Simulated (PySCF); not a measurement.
Molecule: SMILES C(N)C1CC1, C4H9N.

Bonds (- single, = double, # triple, : aromatic): N1-C2 1.448 Å, C2-C3 1.505 Å, C3-C4 1.497 Å, C4-C5 1.501 Å, C5-C3 1.503 Å. N1 carries H6, H7; C2 carries H8, H9; C3 carries H10; C4 carries H11, H12; C5 carries H13, H14. H11, H13 are cis to C2 on the ring; H12, H14 are trans to C2 on the ring.

Geometry PBE0-D3(BJ)/def2-SVP throughout; GIAO in PySCF 2.14.0 with density-fitted response routines, gas phase, one conformer, non-relativistic; equivalent atoms averaged; basis pcSseg-1.

Q: How do the absolute shieldings σ depend on the functional? (ppm; last column core-seconds on shared hosts with different chips, so compare them loosely; the GGAs took longer than the global hybrids here, which isn't the general rule, and the cause wasn't traced)

A: 
```tsv
functional	kind	N1	C2	C3	C4/C5	H8/H9	H10	H6/H7	H12/H14	H11/H13	core-s
HF	Hartree–Fock	238.1	145.4	181.4	190.0	29.59	30.92	31.27	31.30	31.82	3.8
LDA	LDA	227.7	124.5	163.8	176.3	28.07	29.81	30.56	30.39	30.88	12
PBE	GGA	222.6	124.8	163.9	175.1	28.50	30.28	30.93	30.78	31.26	14
BLYP	GGA	217.2	118.5	158.6	170.5	28.64	30.47	31.05	30.96	31.43	14
BP86	GGA	222.7	124.7	163.6	174.7	28.57	30.35	31.00	30.86	31.32	14
OPBE	GGA	226.3	133.5	170.0	179.4	28.60	30.32	30.98	30.79	31.26	15
KT2	GGA	224.0	128.5	168.3	179.3	28.49	30.31	30.88	30.79	31.28	15
KT3	GGA	221.4	128.6	167.4	177.6	28.67	30.46	31.00	30.91	31.40	14
B97-D	GGA	220.6	124.8	163.6	174.3	28.73	30.52	31.08	31.00	31.47	15
B3LYP	global hybrid	223.2	125.2	164.0	175.1	28.85	30.50	31.06	30.98	31.46	9.5
PBE0	global hybrid	229.1	132.5	169.9	180.2	28.79	30.37	30.99	30.85	31.34	8.4
mPW1PW91	global hybrid	228.0	131.8	169.1	179.2	28.85	30.43	31.03	30.90	31.39	9.6
WP04	global hybrid	213.0	119.7	156.3	166.5	29.20	30.70	31.13	31.15	31.56	9.2
B97-2	global hybrid	227.0	132.0	169.4	179.3	28.89	30.50	31.07	30.97	31.45	9.2
BHandHLYP	global hybrid	229.9	133.4	170.8	181.1	29.11	30.59	31.09	31.04	31.54	9.2
CAM-B3LYP	range-separated hybrid	229.2	130.2	167.8	178.8	28.90	30.41	31.02	30.91	31.39	12
wB97X-D	range-separated hybrid	230.3	133.4	170.2	180.2	28.98	30.50	31.10	30.96	31.44	12
LC-wPBE	range-separated hybrid	236.9	140.0	174.6	184.1	29.03	30.39	31.09	30.86	31.33	18
```

Q: Which nucleus moves most, in ppm?

A: C2 (sp3 CH2 bonded to N): from 118.5 ppm with BLYP to 145.4 ppm with HF. The smallest spread is 0.71 ppm, at H6/H7. Proton shifts span only some 12 ppm, so a few tenths of a ppm matter as much there as several ppm in carbon.
